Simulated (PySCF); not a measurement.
A database entry of computed molecular properties. Lists by class give the value and the number of equivalent atoms.

```json
{
 "formula": "C6H6N2",
 "smiles": "c1cc2[nH]ccc2[nH]1",
 "inchi": "InChI=1S/C6H6N2/c1-3-7-6-2-4-8-5(1)6/h1-4,7-8H",
 "charge": 0,
 "multiplicity": 1,
 "geometry_level": "PBE0-D3(BJ)/def2-TZVP",
 "atoms_angstrom": [
  ["C", 2.056, -0.03, -0.474],
  ["C", 1.488, 0.86, 0.409],
  ["C", 0.11, 0.535, 0.426],
  ["N", -1.098, 0.869, 0.977],
  ["C", -2.058, 0.023, 0.475],
  ["C", -1.49, -0.865, -0.41],
  ["C", -0.114, -0.532, -0.436],
  ["N", 1.094, -0.867, -0.986],
  ["H", 3.085, -0.124, -0.78],
  ["H", 2.015, 1.629, 0.95],
  ["H", -1.264, 1.587, 1.655],
  ["H", -3.087, 0.118, 0.78],
  ["H", -2.018, -1.632, -0.954],
  ["H", 1.267, -1.611, -1.634]
 ],
 "electronic_structure_code": "PySCF",
 "results": {
  "PBE0-D3(BJ)/def2-TZVP geometry optimisation, gas phase": {
   "rotational_constants_GHz": [5.301, 2.2, 1.555]
  },
  "PBE0/pcSseg-2 ground state and GIAO shieldings, non-relativistic": {
   "dipole_D": 0.05,
   "homo_eV": -5.26,
   "lumo_eV": 0.67,
   "shift_vs_computed_TMS_C_by_class_ppm": [
    [135.7, 2],
    [125.5, 2],
    [97.0, 2]
   ],
   "shift_vs_computed_TMS_H_by_class_ppm": [
    [7.32, 2],
    [6.87, 2],
    [6.24, 2]
   ],
   "shielding_other_nuclei_by_class_ppm": [
    ["N", 125.7, 2]
   ],
   "charges_hirshfeld_e_by_atom": [-0.04, -0.12, -0.01, -0.09, -0.04, -0.12, -0.01, -0.09, 0.05, 0.05, 0.15, 0.05, 0.05, 0.15]
  }
 }
}
```

With B = h/(8π²I), that is 505.379 GHz u Å² over I, the principal moments of inertia are 95.3, 229.7 and 325.0 u Å² (most abundant isotopes); the inertial defect Ic − Ia − Ib is 0.0 u Å² (zero for a rigid planar frame, negative otherwise). The rotational constants make it an asymmetric top with κ = (2B − A − C)/(A − C) = -0.66, nearer the prolate limit (−1).

Geometry: PBE0-D3(BJ)/def2-TZVP; no solvent, vibrations or thermal averaging.
